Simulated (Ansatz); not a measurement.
System: hcp Hf. Method: RPBE (Ansatz, a quantum-chemistry and plane-wave program, PAW).

Numerical settings: plane-wave cutoff 520 eV, 24×24×14 k mesh (along the axes of the cell as run), Fermi–Dirac smearing 0.037 eV (set by the program), scalar-relativistic PAW data made under PBE.

Computed at the level's own relaxed cell.

Hill averages of the elastic tensor: K = 101.7 GPa, G = 55.8 GPa. Volume 23.142 Å³/atom, mean atomic mass 178.490 u.

Question: Work out the density, the sound velocities of a polycrystal and the elastic Debye temperature, and Pugh's ratio at this level.

Answer: ρ = 1.66054 × 178.490/23.142 = 12.807 g/cm³. v_l = √[(K + 4G/3)/ρ] = 3.708 km/s and v_t = √(G/ρ) = 2.087 km/s. The mean follows from 3/v_m³ = 1/v_l³ + 2/v_t³: v_m = 2.322 km/s. Θ_D = (ħ/k_B) v_m (6π²/V)^(1/3) = 76.38 K Å s/km × 2.322 × 1.3678 Å⁻¹ = 243 K, counting all atoms of the cell. K/G = 1.82, to be set beside Pugh's rough bound of 1.75 between brittle and ductile metals.
